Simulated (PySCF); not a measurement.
**Orbital picture of SiC⁻**

PBE0 at R = 1.683 Å; PySCF, no relativity, basis sets Si aug-cc-pV(D+d)Z, C aug-cc-pVDZ. State: ²Σ⁺ (doublet), unpaired electrons σ ↑. Only the outer orbitals are listed, counted within each symmetry.

```tsv
spin	orbital	occ.	ε (eV)	on Si (%)	main shells (%)
α	5σ	1	-11.53	34	64 C s, 26 Si s
α	6σ	1	-4.66	55	52 Si s, 24 C p, 21 C s
α	7σ	1	-1.56	55	37 C p, 36 Si p, 17 Si s
α	2π	1	-0.81	35	65 C p, 33 Si p
α	2π	1	-0.81	35	65 C p, 33 Si p
α	3π	0	3.77	109	106 Si p
α	3π	0	3.77	109	106 Si p
β	5σ	1	-10.24	42	54 C s, 35 Si s
β	6σ	1	-3.41	76	56 Si s, 20 C s, 19 Si p
β	2π	1	-0.34	55	53 Si p, 45 C p
β	2π	1	-0.34	55	53 Si p, 45 C p
β	7σ	0	2.31	55	49 C p, 37 Si s, 17 Si p
```

Q: Which are the highest filled and the lowest empty level, where do they sit, and how wide is the gap?

A: Highest filled β 2π at -0.34 eV (in %: 53 Si p, 45 C p); lowest empty β 7σ at 2.31 eV (in %: 49 C p, 37 Si s, 17 Si p); the gap at PBE0 is 2.65 eV. An empty level above zero is unbound, and its energy depends on the basis.

The bond order (Mayer) is 2.66 and the ⟨S²⟩ is 0.826. The charge on Si (Mulliken, basis-dependent) is -0.42, the charge on Si (Löwdin, basis-dependent) is -0.04 and the dipole moment (positive dipole points towards C; it is taken about the centre of mass and depends on that origin) is -1.89 D. The polarisability along the bond is 99.6 bohr³. The polarisability across the bond is 100.1 bohr³.

Shares are Mulliken populations and can fall outside 0 to 100 %.

The state is the lowest determinant that a PBE0 search found; another state may lie lower at other levels.
